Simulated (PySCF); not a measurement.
**SiHClO (SMILES O[Si]Cl) at B3LYP/STO-3G**

Aim: the energy change on altering one bond length of SiHClO at B3LYP/STO-3G, from 2 runs. 

The calculation is run with PySCF 2.14.0.

31 further runs of the same task are left out: 14 that didn't finish, 17 set aside as unsound or not needed.

### 1 The structure to begin with

SiHClO has 4 atoms, charge 0, and is taken as a singlet. As SMILES, `O[Si]Cl`. The coordinates come from a PBE0-D4/def2-TZVP relaxation.

Bond lengths: O1–Si2 1.637 Å, Si2–Cl3 2.110 Å, O1–H4 0.963 Å. Angles: O1–Si2–Cl3 101.3°, Si2–O1–H4 120.4°.

### 2 A single-point energy at B3LYP/STO-3G

The input, input.py:

```python
# O[Si]Cl
from pyscf import gto, dft

mol = gto.M(
    atom='''
O     -1.723052     0.850755    -0.583358
Si    -0.820519    -1.492317     1.222653
Cl     3.141292    -1.324698     0.796331
H     -0.492841     1.852687    -1.473986
''',
    max_memory=1860,
    unit='bohr',
    basis='sto-3g',
    verbose=3,
)

mf = dft.RKS(mol, xc='b3lyp')
mf.conv_tol = 1e-10
mf.grids.level = 5
mf.kernel()
if not mf.converged:
    mf = mf.newton().run(mf.mo_coeff, mf.mo_occ)

e_tot = mf.e_tot
print('E(%s) = %.9f' % ('B3LYP', e_tot))
```

Started as:

```sh
OMP_NUM_THREADS=1 python input.py
```

What it wrote:

```text
converged SCF energy = -816.12817815825
E(B3LYP) = -816.128178158
```

Run time: 2.9 s. Hardware: 1 thread of Intel Xeon Platinum 8488C (Sapphire Rapids), shared host; peak memory 0.22 GiB.

### 3 The distorted shape, same level

The input, calc.py:

```python
from pyscf import gto, dft

system = gto.Mole()
system.atom = '''
O     -6.477170     0.649614    -0.071777
Si    -5.574637    -1.693457     1.734234
Cl     3.141292    -1.324698     0.796331
H     -5.246959     1.651547    -0.962405
'''
system.verbose = 3
system.basis = 'sto-3g'
system.max_memory = 1860
system.unit = 'bohr'
system.build()

calc0 = dft.RKS(system)
calc0.xc = 'b3lyp'
calc0.conv_tol = 1e-10
calc0.grids.level = 5
calc0.kernel()
if not calc0.converged:
    calc0 = calc0.newton().run(calc0.mo_coeff, calc0.mo_occ)

energy = calc0.e_tot
print(f'total energy: {energy:.8f} hartree')
```

Started as:

```sh
OMP_NUM_THREADS=1 python calc.py
```

What it wrote:

```text
converged SCF energy = -815.954342554418
total energy: -815.95434255 hartree
```

Run time: 7.8 s. Hardware: 1 thread of Intel Xeon Platinum 8488C (Sapphire Rapids), shared host; peak memory 0.22 GiB.

### 4 Outcome

At B3LYP/STO-3G:

| quantity | value |
| --- | --- |
| first shape: total energy | -816.12818 Eh |
| first shape: dipole moment | 2.22 D |
| first shape: HOMO energy | -4.59 eV |
| first shape: LUMO energy | 1.57 eV |
| first shape: HOMO–LUMO gap | 6.17 eV |
| distorted shape: total energy | -815.95434 Eh |
| distorted shape: dipole moment | 11.10 D |
| distorted shape: HOMO energy | -1.87 eV |
| distorted shape: LUMO energy | -1.18 eV |
| distorted shape: HOMO–LUMO gap | 0.69 eV |
| energy change with the Si2–Cl3 bond stretched from 2.110 to 4.643 Å | 4.730 eV |

In words: One bond (distorted shape) is far stretched, which a spin-restricted single reference describes badly; a broken-symmetry solution may lie lower. With the Si2–Cl3 bond stretched from 2.110 to 4.643 Å the energy rises by 4.73 eV (456 kJ/mol). The first shape isn't relaxed at this level, so the change isn't measured from a minimum. A restricted reference can't describe the breaking bond well at this length. The minimal basis adds a large error of its own. Mulliken charges (distorted shape) run from -0.55 on Cl3 to +0.65 on Si2; they depend strongly on the basis.
